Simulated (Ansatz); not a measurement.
## singlet PH2(+): levels of theory in one basis

```yaml
atoms:
  - { symbol: H, position_ang: [0.0281, 0.3625, -1.0280] }
  - { symbol: P, position_ang: [0.0290, -0.6277, -0.0314] }
  - { symbol: H, position_ang: [0.0140, 0.2845, 1.0265] }
```

Basis set: def2-SVP (spherical functions). Left uncorrelated: 5 orbitals. Charge 1, multiplicity 1.

Computed with Ansatz (development build ahead of 0.2.0); each method stands on the lowest determinant of its kind that the runs found.

```
     method  E − E(RHF) (eV)  <S²> of the determinant
        RHF             0.00                     0.00
        UHF            -0.13                     0.43
    UHF-MP2            -2.50                     0.43
RHF-CCSD(T)            -3.47                        –
UHF-CCSD(T)            -3.46                     0.43
```

Question: What does RHF-MP2 give on the same scale?

Answer: -2.62 eV.

Caution for UHF, UHF-MP2, UHF-CCSD(T): the unrestricted determinant is spin contaminated. Caution for UHF-MP2, UHF-CCSD(T): a plain start can end on a higher determinant.
